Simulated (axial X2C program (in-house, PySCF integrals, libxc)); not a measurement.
**A two-component session on AlH⁺: properties at the nuclei**

Wanted for AlH⁺: properties at the nuclei, at the two-component level.

Computed with an in-house X2C program for linear molecules on PySCF integrals. Level: two-component X2C with atomic mean-field terms, Al dyall-av3z, H dyall-av3z.

All values are calculated.

### Step 1. Input

Contents of task.json:

```json
{
 "zs": [
  13,
  1
 ],
 "q": 1,
 "bas": [
  "dyall-av3z",
  "dyall-av3z"
 ],
 "r0": 1.58,
 "levels": [
  "PBE0",
  "HF",
  "B3LYP"
 ],
 "nst": 1,
 "ff": 1,
 "thr": -3.5,
 "nmax": 130,
 "opt": {
  "ecut": 60
 }
}
```

Keys: zs atomic numbers; q charge; bas basis sets; r0 starting distance in Å; levels methods (HF also brings MP2); nst determinants followed; ff finite-field run; thr threshold in hartree for freezing inner shells (an s shell follows its p shell); nmax most natural virtual spinors; ecut virtual cutoff in hartree.

The run is started by

```
$ python soeom.py task.json out
```

The runs that follow: Expectation values, lowest determinant; Finite-field coupled cluster.

What does the calculation give? Wanted: lowest determinant; Eeff magnitude; Ws magnitude Al; A∥/gI Al; qzz Al (for each run or level that gives them).

The runs gave:

| quantity | value |
| --- | --- |
| lowest determinant | Ω = 1/2 (excess of +ω over −ω: ω = 1/2) |
| Eeff magnitude (GV/cm), PBE0 | 0.195 |
| Ws magnitude Al (kHz), PBE0 | 0.148 |
| A∥/gI Al (MHz), PBE0 | 888 |
| qzz Al (a.u.), PBE0 | -1.17 |
| Eeff magnitude (GV/cm), CCSD(T) | 0.194 |
| Ws magnitude Al (kHz), CCSD(T) | 0.147 |
| A∥/gI Al (MHz), CCSD(T) | 953 |
| qzz Al (a.u.), CCSD(T) | -1.15 |

What this shows: In the first state, the effective field runs from 0.195 to 0.225 GV/cm over the mean-field levels. The expectation values come from single determinants, which for open shells can mix terms of unlike spin or miss the lowest Ω, so a determinant need not be a state. Eeff is the effective electric field on the electron dipole moment in this Ω state and Ws the scalar–pseudoscalar constant (defined with the proton number Z and per Ω); A∥ is the parallel hyperfine constant, which follows by multiplying with the nuclear g factor gI = μI/(I μN); qzz is the electric field gradient, eQq0 = 234.96 MHz × Q/barn × qzz. The operators were transformed with the bare-nucleus X2C matrices. Correlation of the inner shells is missing, which matters for properties at the nucleus.
